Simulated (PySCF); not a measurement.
## Static response to an electric field

Propylenediamine, C3H10N2.
SMILES with atom numbers: `[CH3:1][C@@H:2]([NH2:3])[CH2:4][NH2:5]` (hydrogens: H6, H7, H8 on C1; H9 on C2; H10, H11 on N3; H12, H13 on C4; H14, H15 on N5)

Geometry (GFN2-xTB, Å), atoms numbered from 1 in this order:
```xyz
15
C3H10N2 angstrom
C     -1.4639    0.6512   -0.6136
C     -0.1638    0.3999    0.1577
N     -0.3560   -0.3006    1.4208
C      0.8292   -0.4179   -0.6905
N      2.0962   -0.6750   -0.0348
H     -1.9386   -0.2945   -0.8710
H     -1.2629    1.1972   -1.5318
H     -2.1589    1.2333   -0.0101
H      0.2987    1.3658    0.4019
H     -0.8024   -1.1972    1.2510
H     -0.9615    0.2335    2.0345
H      0.3788   -1.3864   -0.9296
H      1.0256    0.1074   -1.6287
H      1.9119   -1.1144    0.8626
H      2.5631    0.2057    0.1597
```

Level: wB97X-D/def2-SVPD (PySCF), static field, nuclei fixed, core orbitals frozen in the response. The polarisability tensor in these axes (au):

```
x   61.15 -3.17  0.70
y   -3.17 52.57 -1.21
z    0.70 -1.21 55.87
```

Q: Give the principal values, the mean and the anisotropy Δα = √{½[(α1 − α2)² + (α2 − α3)² + (α1 − α3)²]}.

A: Principal values 51.33, 55.89 and 62.36 au; mean 56.53 au = 8.38 Å³ = 9.32 × 10⁻⁴⁰ C²·m²/J; Δα = 9.60 au (17 % of the mean).

Q: What is the dipole moment, and where does it point?

A: (-2.05, 1.10, 0.37) D, 2.35 D in size, pointing from the negative to the positive side. Measured along this direction, the outermost atoms are N5, H15 and H14 at the negative end and H8 at the positive end.

Q: What molar refraction does this α imply?

A: Lorentz–Lorenz: R = (4π/3)N_A α = 2.5225 cm³/(mol·Å³) × 8.38 Å³ = 21.1 cm³/mol, in the limit of long wavelengths.

Q: Form Σ f/ω² (atomic units) for the 8 lowest TDDFT singlets, given as eV and f, and set it beside the mean polarisability, which is this sum over all singlets: 6.65, 0.0135; 6.71, 0.0435; 7.47, 0.0187; 7.73, 0.0124; 7.83, 0.0195; 8.01, 0.0042; 8.19, 0.0039; 8.26, 0.0044.

A: They add up to 1.72 au, 3.0 % of the 56.53 au; the largest single term is 0.71 au, from the state at 6.71 eV. Terms in order: 0.23, 0.71, 0.25, 0.15, 0.24, 0.05, 0.04, 0.05 au. Higher excitations give the rest. The strengths listed sum to 0.120.

Q: In a dilute gas of rigid molecules at 273 K, how does the orientational term μ²/3kT compare with the electronic polarisability?

A: In Gaussian units μ²/3kT = 48.92 Å³ against 8.38 Å³, a ratio of 5.84; the Debye molar polarisation (4π/3)N_A(α + μ²/3kT) is 144.5 cm³/mol, leaving out the vibrational part.

Q: What are the principal values of the traceless quadrupole moment, Θ = ½Σq(3rr − r²1), about the centre of nuclear charge?

A: -6.54, 0.15, 6.39 D·Å. The values depend on the origin, since the dipole doesn't vanish. The electronic extent ⟨r²⟩ about the same centre is 509 bohr², a root-mean-square distance of 1.84 Å for the 42 electrons.

One conformer (not necessarily the lowest) at the GFN2-xTB geometry, without solvent, vibrations or thermal averaging.
